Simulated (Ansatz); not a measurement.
The inner images of a band of CH4BCl + H2 (9 atoms, charge 0, multiplicity 1) are given out of order.

The calculation used RKS PBE0/def2-SVP in Ansatz 0.2.0.

Initial state:

```xyz
9
Properties=species:S:1:pos:R:3
B 0.169 -0.694 -0.024
Cl 0.012 -0.316 1.687
C 1.485 -0.420 -0.803
H 1.771 -1.308 -1.393
H 1.273 0.367 -1.552
H 2.333 -0.095 -0.183
H -0.814 -1.157 -0.549
H -0.349 3.511 1.152
H -0.277 2.782 1.360
```

Final state:

```xyz
9
Properties=species:S:1:pos:R:3
B 0.053 0.469 -0.421
Cl 0.077 0.234 2.276
C 1.439 -0.141 -0.806
H 1.538 -1.220 -0.613
H 1.489 -0.019 -1.908
H 2.308 0.393 -0.397
H -0.962 -0.187 -0.503
H -0.067 1.670 -0.279
H -0.274 1.470 2.346
```

**Question.** Put them in order from the first end to the last, with their energies above the first end.
A.
```xyz
9
Properties=species:S:1:pos:R:3
B 0.026 0.357 -0.067
Cl 0.129 0.098 2.113
C 1.411 -0.037 -0.685
H 1.582 -1.123 -0.626
H 1.396 0.227 -1.757
H 2.269 0.477 -0.228
H -1.030 -0.157 -0.331
H -0.138 1.616 0.097
H -0.043 1.213 1.179
```
B.
```xyz
9
Properties=species:S:1:pos:R:3
B 0.017 0.448 -0.355
Cl 0.079 0.239 2.447
C 1.417 -0.095 -0.757
H 1.533 -1.182 -0.646
H 1.478 0.116 -1.845
H 2.267 0.426 -0.293
H -0.994 -0.206 -0.466
H -0.123 1.633 -0.094
H -0.074 1.290 1.704
```
C.
```xyz
9
Properties=species:S:1:pos:R:3
B 0.129 -0.353 0.183
Cl 0.216 -0.673 1.911
C 1.420 -0.170 -0.663
H 1.666 -1.175 -1.061
H 1.262 0.473 -1.542
H 2.293 0.174 -0.090
H -0.979 -0.355 -0.295
H -0.219 2.507 0.270
H -0.187 2.243 0.983
```
D.
```xyz
9
Properties=species:S:1:pos:R:3
B 0.140 -0.585 0.088
Cl 0.107 -0.587 1.845
C 1.439 -0.277 -0.706
H 1.668 -1.135 -1.363
H 1.248 0.566 -1.395
H 2.318 -0.049 -0.089
H -0.908 -0.840 -0.455
H -0.223 3.069 0.631
H -0.189 2.506 1.141
```
E.
```xyz
9
Properties=species:S:1:pos:R:3
B 0.092 -0.045 0.206
Cl 0.186 -0.356 1.972
C 1.403 -0.065 -0.643
H 1.656 -1.139 -0.721
H 1.287 0.307 -1.672
H 2.263 0.425 -0.165
H -1.010 -0.138 -0.279
H -0.169 1.937 0.128
H -0.108 1.745 0.870
```

**Answer.** D (0.00 eV), C (+0.02 eV), E (+0.23 eV), A (+1.05 eV), B (+0.85 eV).

The run took 2.9 min on 1 thread of Arm Neoverse V2, on a shared host, peak memory 0.16 GiB.
